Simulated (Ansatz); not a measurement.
Input file:

```yaml
crystal:
  periodic: [false, false, false]
  atoms:
    - {symbol: Ge, position_ang: [0.000000, 0.000000, 0.000000]}
    - {symbol: N, position_ang: [0.000000, 0.000000, 1.738805]}
basis:
  gaussian: {orbitals: aug-cc-pVDZ}
magnetization: {spin_polarized: false, initial_magnetization: 3}
correlation: {method: mp2, electrons: valence}
```

```sh
$ ansatz run in.yaml --threads 1 --pin off --events-out ev --progress --plain --max-ram 2393MiB
```

The program prints:

```
640 factors; integrals over basis functions are off by at most 9.8e-4 eV
mean field evaluation 1: about -57948.0091 eV, gradient 1.6e1 eV
mean field evaluation 2: about -57948.0100 eV, gradient 1.6e1 eV
mean field evaluation 4: about -57949.4338 eV, gradient 2.9e0 eV
mean field evaluation 8: about -57949.6966 eV, gradient 2.7e-1 eV
mean field evaluation 16: about -57949.6985 eV, gradient 2.9e-3 eV
mean field evaluation 32: about -57950.6633 eV, gradient 8.8e-3 eV
mean field evaluation 64: about -57950.6633 eV, gradient 1.7e-6 eV
mean field evaluation 96: about -57944.4604 eV, gradient 1.3e1 eV
mean field evaluation 128: about -57950.1812 eV, gradient 6.3e-1 eV
mean field evaluation 160: about -57950.5509 eV, gradient 1.2e0 eV
mean field evaluation 192: about -57950.6542 eV, gradient 7.1e-1 eV
mean field evaluation 224: about -57949.7030 eV, gradient 2.6e-1 eV
mean field -57950.66330312 eV, -2129.6475960194 hartree, gradient 2.0e-6 eV, S^2 3.750000; 15 other end points of the search recorded, 0 dependent functions left out
mean field evaluation 256: about -57949.9896 eV, gradient 1.3e-1 eV
mean field evaluation 288: about -57950.9362 eV, gradient 8.4e-2 eV
mean field evaluation 320: about -57950.4588 eV, gradient 1.5e-1 eV
mean field evaluation 352: about -57950.8798 eV, gradient 8.2e-1 eV
10 core orbitals not correlated: weight in the atoms' cores, before any rotation towards them, 1.000 or more for the frozen orbitals, at most 0.000 for the correlated occupied ones
reference -57950.66330312 eV, -2129.6475960194 hartree; 11, 8 occupied and 38, 41 virtual orbitals, 640 factors
second order -4.75921084 eV of doubles, -0.15867232 eV of singles
Total energy: -57955.58118628 eV, -2129.8283248919 hartree
```

Ran on 1 thread of AMD EPYC 7R43, shared host: 18 s wall, 0.2 GiB peak host memory.
